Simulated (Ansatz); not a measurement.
`CC(C)C#N` + `CC` → `CCC(C)C#N` + CH₄ at 298.15 K and 1 bar (formal exchange of groups at a C–C bond).

Computed with Ansatz on PBE0-D4/def2-TZVP structures; ΔE is electronic, products minus reactants. CBS: MP2 limit from def2 TZ/QZ plus the TZ coupled-cluster correction, frozen cores. This one scheme is used for every species. One conformer a species, not always the lowest.

| species | CCSD(T)/CBS energy (Eh) | H − E (kJ/mol) | S (J/(mol·K)) |
| --- | --- | --- | --- |
| `CC(C)C#N` | -211.11809 | 287.8 | 313.6 |
| `CC` | -79.71954 | 207.7 | 227.7 |
| `CCC(C)C#N` | -250.38003 | 366.1 | 343.9 |
| CH₄ | -40.46206 | 127.4 | 186.2 |

H − E and S are ideal-gas, rigid-rotor, harmonic terms from PBE0-D4/def2-TZVP, for one conformer and one mirror image of each species. 1 Eh = 2625.50 kJ/mol, R = 8.31446 J/(mol·K).

Task: By hand: ΔE, ΔH, ΔS and ΔG.

Result: ΔE = (-250.38003) + (-40.46206) − (-211.11809) − (-79.71954) = -0.00446 Eh = -11.7 kJ/mol. Δ(H − E) = 366.1 + 127.4 − 287.8 − 207.7 = -2.0, so ΔH = -13.7 kJ/mol. ΔS = 343.9 + 186.2 − 313.6 − 227.7 = -11.2 J/(mol·K). ΔG = -13.7 − 298.15 × (-11.2)/1000 = -10.4 kJ/mol.

Task: By hand: the equilibrium constant, and the temperature at which ΔG would vanish if ΔH and ΔS stayed fixed.

Result: log₁₀ K = −ΔG/(RT ln 10) = 1.8. ΔG = 0 at ΔH/ΔS = 1223 K, though so small a ΔS makes that figure unsure.

The number of gas molecules stays the same, so ΔS is small and ΔH decides. A doubt of 5 kJ/mol in ΔE shifts log₁₀ K by 0.9 here. Other conformers and mirror images would add mixing entropy, several J/(mol·K) or more a flexible species. These are equilibria of isolated gas molecules and say nothing of rates. Largest T1 diagnostic: 0.011 (customary marks: 0.02 for closed shells, 0.045 for open ones).
